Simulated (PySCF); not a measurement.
## Gas-phase thermal properties of (CH3)3SiCl

Energies from PySCF (xtb for GFN2), thermal terms from the rigid-rotor harmonic-oscillator model, ideal gas at 1 bar. 6-31G* has spherical d functions here. All species are closed-shell singlets. B3LYP is the form with VWN-RPA correlation. The harmonic model lacks anharmonicity and excited electronic states, which grow with temperature; levels with a mode under 35 cm⁻¹ are left out. Internal rotation in (CH3)3SiCl is treated as a harmonic vibration of one conformer, which makes the entropy rough.

```csv
level,point group,σ,ZPE (kJ/mol),S°298 (J/mol/K),Cp298 (J/mol/K),S°1000 (J/mol/K),H1000 − H298 (kJ/mol)
B3LYP/6-31G*,C3v,3,297.9,362.8,130.8,588.6,139.0
GFN2-xTB,C3v,3,293.9,379.1,131.4,605.1,139.1
HF/6-31G*,C3v,3,315.4,356.6,125.5,574.5,134.4
PBE/def2-SVP,C3v,3,286.4,365.6,135.2,598.0,142.8
PBE0/def2-TZVP,C3v,3,295.0,362.5,132.2,590.7,140.4
```
σ: rotational symmetry number. Electronic degeneracy used: 1. Frequencies are unscaled.
